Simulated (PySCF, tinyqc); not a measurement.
Worked calculation: CIS and TDHF on RHF in the sto-3g basis, for BH, spin multiplicity 1. The lowest restricted solution is unstable here: a spin-polarised one lies 0.0130 hartree lower (PySCF). One step of it, computed by the program tinyqc.

Question. CIS matrix, singlets. A(ia,jb) = (e_a - e_i) d_ij d_ab + 2 (ia|jb) - (ij|ab).

orbital energies (hartree): MO1 -7.334952, MO2 -0.606724, MO3 -0.244405, MO4 0.270046, MO5 0.270046, MO6 0.809188

Two-electron integrals over orbitals (pq|rs), unique and non-zero (hartree):
```
(11|11) 2.890153    (21|11) -0.224365   (21|21) 0.029250    (22|11) 0.605006
(22|21) 0.000547    (22|22) 0.609970    (31|11) -0.219879   (31|21) 0.022886
(31|22) -0.020662   (31|31) 0.035145    (32|11) 0.075556    (32|21) -0.008117
(32|22) -0.074421   (32|31) 0.002917    (32|32) 0.055329    (33|11) 0.703830
(33|21) -0.016726   (33|22) 0.413492    (33|31) 0.004530    (33|32) 0.046891
(33|33) 0.582040    (41|41) 0.021722    (42|41) 0.018673    (42|42) 0.058394
(43|41) 0.018971    (43|42) 0.042166    (43|43) 0.065732    (44|11) 0.741983
(44|21) -0.008811   (44|22) 0.465451    (44|31) -0.007504   (44|32) 0.037454
(44|33) 0.511896    (44|44) 0.586773    (51|51) 0.021722    (52|51) 0.018673
(52|52) 0.058394    (53|51) 0.018971    (53|52) 0.042166    (53|53) 0.065732
(54|54) 0.031630    (55|11) 0.741983    (55|21) -0.008811   (55|22) 0.465451
(55|31) -0.007504   (55|32) 0.037454    (55|33) 0.511896    (55|44) 0.523513
(55|55) 0.586773    (61|11) 0.147504    (61|21) -0.024361   (61|22) -0.013875
(61|31) -0.005940   (61|32) 0.011536    (61|33) 0.024630    (61|44) 0.004066
(61|55) 0.004066    (61|61) 0.030588    (62|11) -0.185096   (62|21) 0.003631
(62|22) 0.013730    (62|31) 0.010867    (62|32) -0.050990   (62|33) -0.039929
(62|44) -0.088915   (62|55) -0.088915   (62|61) 0.003996    (62|62) 0.122675
(63|11) 0.078334    (63|21) -0.004618   (63|22) -0.057003   (63|31) 0.007450
(63|32) 0.046453    (63|33) 0.077797    (63|44) 0.033201    (63|55) 0.033201
(63|61) 0.011046    (63|62) -0.050168   (63|63) 0.068496    (64|41) -0.012479
(64|42) -0.037747   (64|43) -0.016283   (64|64) 0.034167    (65|51) -0.012479
(65|52) -0.037747   (65|53) -0.016283   (65|65) 0.034167    (66|11) 0.686262
(66|21) -0.004007   (66|22) 0.596401    (66|31) -0.019770   (66|32) -0.061636
(66|33) 0.458784    (66|44) 0.483214    (66|55) 0.483214    (66|61) -0.008324
(66|62) 0.022824    (66|63) -0.041990   (66|66) 0.626029
```

Give: CIS matrix A, singlet.

Answer.

CIS matrix A, singlet (hartree):
```
        1>4     1>5     1>6     2>4     2>5      2>6     3>4     3>5
1>4  6.9065  0.0000  0.0000  0.0462  0.0000   0.0000  0.0454  0.0000
1>5  0.0000  6.9065  0.0000  0.0000  0.0462   0.0000  0.0000  0.0454
1>6  0.0000  0.0000  7.5191  0.0000  0.0000   0.0120  0.0000  0.0000
2>4  0.0462  0.0000  0.0000  0.5281  0.0000   0.0000  0.0469  0.0000
2>5  0.0000  0.0462  0.0000  0.0000  0.5281   0.0000  0.0000  0.0469
2>6  0.0000  0.0000  0.0120  0.0000  0.0000   1.0649  0.0000  0.0000
3>4  0.0454  0.0000  0.0000  0.0469  0.0000   0.0000  0.1340  0.0000
3>5  0.0000  0.0454  0.0000  0.0000  0.0469   0.0000  0.0000  0.1340
3>6  0.0000  0.0000  0.0419  0.0000  0.0000  -0.0387  0.0000  0.0000

         3>6
1>4   0.0000
1>5   0.0000
1>6   0.0419
2>4   0.0000
2>5   0.0000
2>6  -0.0387
3>4   0.0000
3>5   0.0000
3>6   0.7318
```
